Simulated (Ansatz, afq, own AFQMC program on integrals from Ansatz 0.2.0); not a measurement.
**Al$_{2}$H$_{2}$⁺, doublet: AFQMC among the cluster methods**

```xyz
4

Al    0.0000    0.0925    1.2647
Al    0.0000   -0.0193   -1.3669
H     0.0000   -0.6882    2.6804
H     0.0000   -1.2711    0.0548
```

Connectivity, by distances: AlH–Al, 1 bridging H.

Basis cc-pVTZ. Noble-gas cores (and the filled d shells of Ga–Kr and In–Xe) are frozen. Ansatz 0.2.0 and our own AFQMC program on the same integrals; the CISD trial comes from CCSD amplitudes, and released means the phaseless constraint is let go. Error bars are statistical, one sigma.

Determinant: UHF, the one that the program's search chose, which needn't be the lowest solution. The geometry is a PBE0/def2-TZVP stationary point of this or a neighbouring charge and spin state.

No full CI on the walks' own integrals is used here; CCSDT(Q) serves as the reference and is uncertain by about the last step of the cluster series.

Cautions: higher spins were not checked; raised T1 diagnostic (T1 0.043, weight of the determinant 0.86, largest double 0.06); unrestricted determinant spin contaminated (⟨S²⟩ 0.88 against 0.75); the released energies are still falling, so no released level is given (meV from the phaseless value at times in 1/Eh: 0 ± 4 at 0.24, -3 ± 3 at 0.50, -6 ± 3 at 1.00, -9 ± 3 at 1.50), though the last usable value meets CCSDT(Q) within the noise.

The T1 diagnostic is 0.0426. The weight of the determinant in the CISD state is 0.858, the ⟨S²⟩ of the determinant is 0.882 and the size of the correlated space is 7 electrons in 86 orbitals.

| level | correlation energy (eV) |
| --- | --- |
| MP2 | -2.8521 |
| CCSD | -3.7802 |
| CCSD(T) | -3.8982 |

(1) Estimate where phaseless AFQMC with a CISD trial lies against CCSD(T) on the same integrals.

(1) 0.68 ± 0.09 kcal/mol below CCSD(T).

Reference: CCSDT(Q), correlation energy -3.939 eV.

| level | E − E(reference) (kcal/mol) | share of correlation (%) |
| --- | --- | --- |
| CCSD(T) | 0.94 | 98.97 |
| CCSDT | 0.13 | 99.86 |
| ph-AFQMC/CISD | 0.26 ± 0.09 | 99.71 |

A walk keeps the symmetry of its determinant, which the program's search chose and which needn't be the lowest solution, so a lower state of the same spin and another symmetry isn't excluded.
